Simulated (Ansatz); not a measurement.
```yaml
crystal:
  periodic: [false, false, false]
  atoms:
    - {symbol: As, position_ang: [0.000000, 0.000000, 0.000000]}
    - {symbol: Na, position_ang: [0.000000, 0.000000, 2.594700]}
basis:
  gaussian: {orbitals: def2-TZVP}
magnetization: {spin_polarized: true, initial_magnetization: 2}
hamiltonian: {xc: pbe0}
relax: {f_tol: 0.004, max_steps: 80}
```

```sh
$ ansatz run in.yaml --threads 1 --pin off --events-out ev --progress --plain --max-ram 2176MiB
```

Steps of the relaxation (energy above the last step; positions in Å, forces in eV/Å):

```
2
step 1, 40.0 meV
As    0.000    0.000    0.000    0.000    0.000   -0.620
Na    0.000    0.000    2.595    0.000    0.000    0.620
```

```
2
step 2, 4.4 meV
As    0.000    0.000   -0.045    0.000    0.000   -0.187
Na    0.000    0.000    2.640    0.000    0.000    0.187
```

```
2
step 3, 0.2 meV
As    0.000    0.000   -0.065    0.000    0.000   -0.035
Na    0.000    0.000    2.660    0.000    0.000    0.035
```

```
2
step 4, 0.0 meV
As    0.000    0.000   -0.070    0.000    0.000    0.001
Na    0.000    0.000    2.665    0.000    0.000   -0.001
```

Close pairs at the end: As1–Na2 2.734 Å.

A stationary point of unrestricted PBE0 after 4 steps, with ⟨S²⟩ = 2.022 against 2.00 for a pure state. 11 s on 1 thread of Intel Xeon 6975P-C, shared host.
